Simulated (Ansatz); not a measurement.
## Gd, hcp: geometry optimisation

All numbers below come from DFT, PBE, plane waves (420 eV) with PAW, scalar-relativistic in Ansatz.

k-point mesh 10×10×6, Fermi-Dirac smearing 0.05 eV, starting moments 7.00 ×2 μB. Cell and atoms relax.

Starting structure:

```yaml
crystal:
  lattice:
    - [3.6360007066, 0.0, 0.0]
    - [-1.8180003533, 3.1488689801, 0.0]
    - [0.0, 0.0, 5.7826]
  atoms:
    - { symbol: Gd, position: [0.3333333333, 0.6666666667, 0.25], spin: 7.0 }
    - { symbol: Gd, position: [0.6666666667, 0.3333333333, 0.75], spin: 7.0 }
hamiltonian:
  xc: pbe
  pseudopotentials:
    kind: paw
    azcp:
      Gd: "pseudopotentials/Gd.paw.azcp"
basis:
  ecutwfc: 420
  fft_grid_basis: typed
kpoints:
  mp_grid: { grid: [10, 10, 6], shift: [0, 0, 0] }
magnetization:
  spin_polarized: true
scf:
  occupations: { method: fermi_dirac, width: 0.05 }
relax:
  max_steps: 60
  f_tol: 0.01
  cell: {}
```

Task: What cell does the relaxation end in?

Result: P6_3/mmc (spin ignored) with a = 3.648 Å, c = 5.833 Å (c/a = 1.599); 33.62 Å³ per atom against 33.10 at the start (1.6 %).

Task: How much energy does the relaxation gain?

Result: 1.0 meV per atom.

Path of the relaxation (the plane waves are chosen anew near the end, which can shift the energy a little):

```
step  E − E(final) (meV/atom)  V (Å³/atom)  P (GPa)  max force (eV/Å)
   0                     0.98       33.103     0.54             0.000
   1                     0.12       33.560     0.06             0.000
   2                     0.11       33.617     0.00             0.000
   3                     0.00       33.617     0.00             0.000
```

Task: Which magnetic state does it end in?

Result: ferromagnetic, net 7.67 μB per atom; moments 7.37 ×2 μB.

Open f shells have many self-consistent states, so the state found may not be the lowest.
